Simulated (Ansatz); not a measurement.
# BHO₂: basis-set convergence

An exercise on one series of results from a longer session: the logs are not shown, and one member is left open.

Method: one geometry, several basis sets; program: Ansatz 0.2.0, Gaussian basis.

Levels to be run: PBE0-D4/def2-SVP; ωB97M-V/def2-SVP; PBE0-D4/def2-QZVPP; ωB97M-V/def2-QZVPP; CCSD(T)/cc-pV(D+d)Z; CCSD(T)/cc-pV(T+d)Z; CCSD(T)/cc-pV(Q+d)Z; the functionals' def2-TZVPP values are taken from earlier runs.

## The geometry

An earlier PBE0-D4 in a triple-zeta def2 set relaxation fixed the geometry.

SMILES `O=BO`, 4 atoms, charge 0, spin multiplicity 1.

Atoms are counted from 1 here; the program's logs count them from 0.

Bond lengths: O1–B2 1.210 Å, B2–O3 1.322 Å, O3–H4 0.960 Å. Angles: O1–B2–O3 177.5°, B2–O3–H4 117.0°.

The first run:

in.yaml reads:

```yaml
crystal:
  periodic: [false, false, false]
  atoms:
    - {symbol: O, position_ang: [-1.555103, 0.523537, 0.428537]}
    - {symbol: B, position_ang: [-0.423913, 0.132023, 0.248564]}
    - {symbol: O, position_ang: [0.816729, -0.302029, 0.108558]}
    - {symbol: H, position_ang: [1.162287, -0.353531, -0.785659]}
basis:
  gaussian: {orbitals: def2-SVP}
hamiltonian: {xc: pbe0, dispersion: d4}
output: {orbitals: {seedname: orbitals}}
```

The run is started by

```bash
$ ansatz run in.yaml --threads 2 --pin off --events-out ev --progress --plain --max-ram 32768MiB --backend cpu
```

Steps of the session up to this table: PBE0-D4 in def2-SVP; ωB97M-V in def2-SVP; PBE0-D4 in def2-QZVPP; ωB97M-V in def2-QZVPP.

One of the session's tables, all rows but one given; the rest of the session is left out.

| functional | basis | HOMO (eV) | LUMO (eV) |
| --- | --- | --- | --- |
| PBE0-D4 | def2-SVP | -9.16 | 0.21 |
| PBE0-D4 | def2-TZVPP | -9.39 | -0.48 |
| PBE0-D4 | def2-QZVPP | -9.42 | -0.58 |
| ωB97M-V | def2-SVP | ? | ? |
| ωB97M-V | def2-TZVPP | -11.81 | 0.94 |
| ωB97M-V | def2-QZVPP | -11.85 | 0.74 |

Q: Estimate the row for ωB97M-V, def2-SVP from the others.

As computed: HOMO (eV): -11.55; LUMO (eV): 1.91. In the column «HOMO (eV)» it lies between ωB97M-V, def2-TZVPP (-11.81) and PBE0-D4, def2-QZVPP (-9.42).
